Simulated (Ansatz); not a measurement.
Z-matrix (Å, degrees):
```
C
O 1 1.303
F 1 1.376 2 115.3
H 1 1.109 2 109.4 3 121.3
H 1 1.109 2 109.4 3 -121.3
```

Total charge 0; spin multiplicity 2.

Task: List the CAM-B3LYP/def2-TZVPP orbital energies in eV (the Gaussian-basis code of Ansatz). (Best estimate.)

Result: The calculation gave: α occupied: -673.63, -524.66, -282.86, -35.47, -31.63, -20.92, -17.33, -16.77, -15.83, -13.53, -12.88, -11.53, -11.14. α empty: 2.29, 3.59, 3.73, 4.14, 7.36, 7.85, 8.48, 10.82. β occupied: -673.63, -524.04, -282.89, -35.43, -30.32, -20.39, -16.65, -16.40, -15.35, -12.71, -12.36, -10.92. β empty: -3.21, 2.34, 3.76, 3.80, 4.23, 7.61, 7.93, 8.47. ⟨S²⟩ = 0.755.
